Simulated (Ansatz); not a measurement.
Input for Ansatz (development build ahead of 0.2.0):

```yaml
crystal:
  periodic: [false, false, false]
  atoms:
    - { symbol: S, position_ang: [0.0, 0.0, 0.0] }
    - { symbol: O, position_ang: [0.0, 0.0, 2.682] }
basis:
  gaussian: { orbitals: "6-31G" }
magnetization:
  spin_polarized: true
hamiltonian:
  xc: pbe0
output:
  forces: true
```

The input is written out in the form of the current development build from the run's settings.

Results

```yaml
Converged: yes
Total_energy: -472.93550 hartree
Spin_squared_of_the_determinant: 1.820
Stability_test: minimum
```

Forces (eV/Å):
| atom | Fx | Fy | Fz |
| --- | --- | --- | --- |
| S1 | 0.000 | 0.000 | 0.724 |
| O2 | 0.000 | 0.000 | -0.724 |

Caution: another spin multiplicity may lie lower; the unrestricted determinant is a mixture of spin states.
